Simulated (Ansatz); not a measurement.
The input, for Ansatz 0.2.0:

```yaml
crystal:
  periodic: [false, false, false]
  atoms:
    - {symbol: Ga, position_ang: [-0.248834, 0.000000, 0.255910]}
    - {symbol: Li, position_ang: [0.199033, 0.000000, -2.048165]}
    - {symbol: H, position_ang: [0.049801, 0.000000, 1.792255]}
basis:
  gaussian: {orbitals: cc-pVDZ}
magnetization: {spin_polarized: true, initial_magnetization: 3}
correlation: {method: ccsd_t, electrons: outside_noble_gas}
output: {forces: true}
```

```sh
$ ansatz run in.yaml --threads 1 --pin off --events-out ev --progress --plain --max-ram 2393MiB
```

The program prints:

```
496 factors; integrals over basis functions are off by at most 9.6e-4 eV
mean field evaluation 1: about -52548.2050 eV, gradient 5.5e0 eV
mean field evaluation 2: about -52548.2166 eV, gradient 5.5e0 eV
mean field evaluation 4: about -52549.1405 eV, gradient 1.5e0 eV
mean field evaluation 8: about -52549.3399 eV, gradient 2.2e-1 eV
mean field evaluation 16: about -52548.8212 eV, gradient 2.8e0 eV
mean field evaluation 32: about -52549.2033 eV, gradient 2.4e0 eV
mean field evaluation 64: about -52548.0955 eV, gradient 3.7e-4 eV
mean field evaluation 96: about -52547.1342 eV, gradient 2.5e0 eV
mean field evaluation 128: about -52546.2963 eV, gradient 2.0e-1 eV
mean field evaluation 160: about -52548.0955 eV, gradient 3.8e-4 eV
mean field -52549.34290319 eV, -1931.1527324682 hartree, gradient 1.7e-6 eV, S^2 3.753455; 7 other end points of the search recorded, 0 dependent functions left out
determinant -52549.34290319 eV, -1931.1527324682 hartree, with singles and doubles -52550.93018875 eV, -1931.2110641366 hartree
determinant -52548.19109183 eV, -1931.1104041815 hartree, with singles and doubles -52549.61604194 eV, -1931.1627701322 hartree
determinant -52548.09546981 eV, -1931.1068901370 hartree, with singles and doubles -52549.53220378 eV, -1931.1596891365 hartree
determinant -52546.74780315 eV, -1931.0573643007 hartree, with singles and doubles -52548.22205518 eV, -1931.1115420637 hartree
determinant -52546.38659643 eV, -1931.0440901988 hartree, with singles and doubles -52547.87235137 eV, -1931.0986906856 hartree
determinant -52546.29492051 eV, -1931.0407211707 hartree, with singles and doubles -52547.93357604 eV, -1931.1009406510 hartree
15 core orbitals not correlated: weight in the atoms' cores, before any rotation towards them, 0.998 or more for the frozen orbitals, at most 0.001 for the correlated occupied ones
reference -52549.34290319 eV, -1931.1527324682 hartree; 4, 1 occupied and 27, 30 virtual orbitals, 496 factors
second order -1.16040718 eV of doubles, -0.00000000 eV of singles
cycle   1  -1.58639552 eV  change   -6.1e-2 eV  update   1.5e-2
cycle   2  -1.59198753 eV  change   -5.6e-3 eV  update   5.5e-3
cycle   3  -1.59535401 eV  change   -3.4e-3 eV  update   2.2e-3
cycle   4  -1.59662963 eV  change   -1.3e-3 eV  update   1.1e-3
cycle   5  -1.59715922 eV  change   -5.3e-4 eV  update   5.2e-4
cycle   6  -1.59727847 eV  change   -1.2e-4 eV  update   2.1e-4
cycle   7  -1.59731100 eV  change   -3.3e-5 eV  update   8.0e-5
cycle   8  -1.59731625 eV  change   -5.2e-6 eV  update   3.8e-5
cycle   9  -1.59731098 eV  change    5.3e-6 eV  update   2.2e-5
cycle  10  -1.59731143 eV  change   -4.6e-7 eV  update   1.1e-5
cycle  11  -1.59731257 eV  change   -1.1e-6 eV  update   5.4e-6
cycle  12  -1.59731262 eV  change   -5.6e-8 eV  update   2.1e-6
cycle  13  -1.59731229 eV  change    3.3e-7 eV  update   7.6e-7
perturbative correction -0.03948195 eV, -0.0014509349 hartree
the calculation of the forces begins
Total energy: -52550.97969743 eV, -1931.2128835471 hartree
Atom 0 at    -0.248834     0.000000     0.255910 Å, force    -0.208993     0.000000     0.172184 eV/Å
Atom 1 at     0.199033     0.000000    -2.048165 Å, force     0.112688    -0.000000    -0.403819 eV/Å
Atom 2 at     0.049801     0.000000     1.792255 Å, force     0.096305     0.000000     0.231635 eV/Å
Dipole moment:     0.066810    -0.000000    -1.083429 e Å
```

Forces (eV/Å):
```
Ga  -0.209  0.000  0.172
Li   0.113  0.000 -0.404
H    0.096  0.000  0.232
```

Ran on 1 thread of Intel Xeon, shared host: 3.2 s wall, 0.17 GiB peak host memory.
